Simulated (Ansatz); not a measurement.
For rock-salt MgO, r²SCAN (Ansatz, a first-principles code, plane waves, PAW) gives:

- lattice parameter a = 4.204 Å
- bulk modulus = 167 GPa
- cohesive energy = 5.25 eV/atom
- band gap at the measured cell = 5.67 eV

**Question.** What does r²SCAN0 in Ansatz (plane waves, PAW) give for the same quantities?

**Answer.** 
- lattice constant a: 4.175 Å (decreases by 0.7 %)
- bulk modulus: 177 GPa (goes up by 6.0 %)
- cohesive energy: 5.09 eV/atom (decreases by 0.16 eV/atom)
- band gap at the measured cell: 7.86 eV (rises by 2.19 eV)

For comparison: lattice constant a 4.189 Å (measured, static lattice: zero-point anharmonic expansion removed; as tabulated in Mejia-Rodriguez and Trickey (2018), arXiv:1807.09216); bulk modulus 170 GPa (measured, 0 K value with the zero-point phonon effect removed; as tabulated in Mejia-Rodriguez and Trickey (2018), arXiv:1807.09216); cohesive energy 5.2 eV/atom (measured, static lattice: zero-point vibration energy added, our sources range from 5.19 to 5.27; as tabulated in Mejia-Rodriguez and Trickey (2018), arXiv:1807.09216); band gap 8.36 eV (measured, zero-point renormalisation of 0.53 eV added back here (the table's ZPR column); inputs from Chen et al. (2018), doi:10.1103/physrevmaterials.2.073803).

Changes are worked out from the printed values.

Unless a cell is named, each level is at its own relaxed cell (r²SCAN 9.29, r²SCAN0 9.10 Å³/atom).

Density-functional gaps are differences of (generalised) Kohn–Sham levels.

Ansatz's density-functional and Hartree–Fock values are scalar-relativistic unless marked +SOC, with PAW data made under PBE.
